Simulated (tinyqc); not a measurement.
Stretching all distances: RHF, UHF, MP2, CISD and CCSD against full CI in the sto-6g basis, for H2O, spin multiplicity 1. Computed by the program tinyqc with PySCF. All coordinates are multiplied by the scale. c0^2 is the weight of the RHF determinant in the lowest singlet FCI state (UHF is spin-contaminated and may lie near states of higher spin) and n(LUMO) the first natural occupation beyond the occupied space.

Geometry (angstrom):
```
atom       x        y       z
O     0.0000   0.0000  0.0000
H     0.0000   0.7230  0.5990
H     0.0000  -0.7230  0.5990
```

Full CI energy (hartree) and errors against it (kcal/mol):
```
scale   distance 1-2 (angstrom)      E(FCI)       RHF      UHF      MP2     CISD     CCSD  <S^2> UHF    c0^2  n(LUMO)
0.9700                   0.9107  -75.711797   28.2450  28.2450   7.6942   0.3401   0.0583     0.0000  0.9777   0.0230
1.4800                   1.3896  -75.633316   86.1160  69.5710  28.8908   5.6953   0.4861     0.8262  0.8624   0.1469
1.7300                   1.6243  -75.552306  133.6174  44.8187  45.7269  15.4007   0.3312     1.5338  0.7325   0.2992
1.9800                   1.8590  -75.499804  191.2812  20.5189  62.7012  30.5616  -4.1168     1.8132  0.5655   0.5040
```

Estimate the missing row, scale = 1.22.

Computed row:
```
scale   distance 1-2 (angstrom)      E(FCI)      RHF      UHF      MP2    CISD    CCSD  <S^2> UHF    c0^2  n(LUMO)
1.2200                   1.1455  -75.719665  50.3698  50.3698  15.6664  1.4971  0.1691     0.0000  0.9419   0.0588
```

UHF parts from RHF first at scale 1.48 of those listed, where <S^2> leaves zero. The weight c0^2 goes from 0.98 to 0.57 and n(LUMO) from 0.02 to 0.50: static correlation grows as the bonds break into open-shell fragments. The spread of the error along the curve, which distorts its shape, is CCSD 4.6, CISD 30.2, UHF 49.1, MP2 55.0, RHF 163.0 kcal/mol. Below FCI somewhere: CCSD, as non-variational methods may be.
